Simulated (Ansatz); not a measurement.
**Match the barriers**

Saddle point of CH9NSi, closed shell (SiNH₅ ([NH2][SiH3]) + CH₄ → CH₇NSi ([CH3][SiH2][NH2]) + H₂; bonds formed: Si1–C7, H2–H6; bonds broken: Si1–H2, H6–C7), PBE0-D4/def2-TZVP structure:

Si1  (0.448, -0.219, -0.386)
H2  (0.662, -1.702, 0.370)
H3  (-0.580, -0.939, -1.191)
H4  (1.504, 0.252, 0.557)
N5  (0.831, 0.916, -1.615)
H6  (-0.107, -1.131, 0.898)
C7  (-0.965, -0.067, 1.196)
H8  (0.371, 0.940, -2.511)
H9  (1.552, 1.613, -1.520)
H10  (-0.611, 0.073, 2.219)
H11  (-1.880, -0.662, 1.166)
H12  (-1.226, 0.927, 0.816)
(Å)

Ansatz 0.2.0; basis: def2-TZVPP, with def2-QZVPP for the basis limit; cores frozen in the correlated methods. Extrapolation: Hartree–Fock as exp(−7.88 √X), correlation as X^−2.97. Four methods, as single points on the PBE0-D4 structures, gave these electronic barriers from the start structure: 51.05, 65.16, 78.81, 96.62 kcal/mol.

Task: The methods were, in alphabetical order, BHLYP-D4, HF, r2SCAN-D4, SPW92. Which gave which? (Judge from chemistry; the calculation decides.)

Result: The calculation gives: SPW92 51.05; r2SCAN-D4 65.16; BHLYP-D4 78.81; HF 96.62 kcal/mol. For comparison, CCSD(T) at an estimated basis limit (MP2 extrapolated from triple and quadruple zeta, plus CCSD(T) − MP2 in triple zeta) gives 72.86 kcal/mol.

The T1 diagnostic stays at or below 0.012.

Labels in which every atom is bracketed show which atoms are joined, not bond orders.

For scale, one of the runs: CCSD(T)/def2-TZVPP, 230 basis functions, launched by `ansatz run in.yaml --threads 4 --pin off --events-out ev --progress --plain --max-ram 9574MiB`. Hardware: 4 CPU threads of an Arm Neoverse V2, shared host. Wall time 44 s; peak host memory 3.9 GiB.
